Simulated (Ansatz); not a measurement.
**SiNH4 (quartet): wave-function methods side by side at distance Si1–H5 along a hydrogen transfer = 1.584 Å, cc-pVDZ**

The task here is to estimate one member of a computed series from the others.

The runs use Ansatz 0.2.0, Gaussian basis; cc-pVDZ, core rule «outside noble gas», up to 6 orbitals frozen.

The runs, in order: UHF; CCSD(T) on ROHF; CCSD(T) on UHF; BCCD(T) on ROHF; CISD; CCSDT(Q) on ROHF; CCSDT(Q) on UHF; CASSCF and MRCISD+Q, 5 electrons in 5 orbitals; CASSCF and NEVPT2, 5 electrons in 5 orbitals.

9 further runs of the same task are left out: 1 for a mislabelled method, 8 that didn't finish.

## The geometry

The geometry derives from fragments relaxed apart (PBE0/def2-TZVP) and kept rigid, so it is no stationary point. A hydrogen atom is moved between rigid fragments.

6 atoms, charge 0, spin multiplicity 4.

Atoms are counted from 1 here; the program's logs count them from 0.

Bond lengths: Si1–H2 1.485 Å, Si1–H3 1.485 Å, Si1–H4 1.485 Å, Si1–H5 1.584 Å, H5–N6 1.289 Å. Angles: H2–Si1–H3 109.5°, H2–Si1–H4 109.5°, H2–Si1–H5 109.5°, H3–Si1–H4 109.5°, H3–Si1–H5 109.5°, H4–Si1–H5 109.5°, Si1–H5–N6 180.0°.

The first run:

in.yaml reads:

```yaml
crystal:
  periodic: [false, false, false]
  atoms:
    - {symbol: Si, position_ang: [-0.874631, 0.000000, 0.000000]}
    - {symbol: H, position_ang: [-1.369502, 1.399708, 0.000000]}
    - {symbol: H, position_ang: [-1.369502, -0.699854, 1.212183]}
    - {symbol: H, position_ang: [-1.369502, -0.699854, -1.212183]}
    - {symbol: H, position_ang: [0.709369, 0.000000, 0.000000]}
    - {symbol: N, position_ang: [1.998369, 0.000000, 0.000000]}
basis:
  gaussian: {orbitals: cc-pVDZ}
magnetization: {spin_polarized: true, initial_magnetization: 3}
hamiltonian: {xc: hf}
output: {orbitals: {seedname: orbitals}}
```

Launch:

```
> ansatz run in.yaml --threads 1 --pin off --events-out ev --progress --plain --max-ram 2393MiB
```

Steps of the session up to this table: UHF; CCSD(T) on ROHF; CCSD(T) on UHF; BCCD(T) on ROHF; CISD; CCSDT(Q) on ROHF; CCSDT(Q) on UHF; CASSCF and MRCISD+Q, 5 electrons in 5 orbitals; CASSCF and NEVPT2, 5 electrons in 5 orbitals.

One of the session's tables, all rows but one given; the rest of the session is left out.

```
       method  from UCCSDT(Q) (meV)
         ROHF               +7312.8
          UHF               +7027.8
         RMP2               +1483.3
         UMP2               +1471.5
         CISD                +737.5
        RCCSD                +173.6
        UCCSD                +167.7
     RCCSD(T)                 +36.6
     UCCSD(T)                 +35.1
      BCCD(T)                 +36.1
       RCCSDT                  +8.0
       UCCSDT                  +6.0
    RCCSDT(Q)                  +1.8
    UCCSDT(Q)                     0
  CASSCF pair               +6696.6
  NEVPT2 pair               +1425.5
  MRCISD pair                +642.4
MRCISD+Q pair                     ?
```

Estimate the missing values for MRCISD+Q pair.

**Answer.** from UCCSDT(Q) (meV): +48.9. In the column «from UCCSDT(Q) (meV)» it lies between RCCSD(T) (+36.6) and UCCSD (+167.7).

Caveats from the session: Restricted and unrestricted rows rest on different reference determinants; where their highest levels disagree by more than a few hundredths of an eV, they describe different states and don't form one ladder.
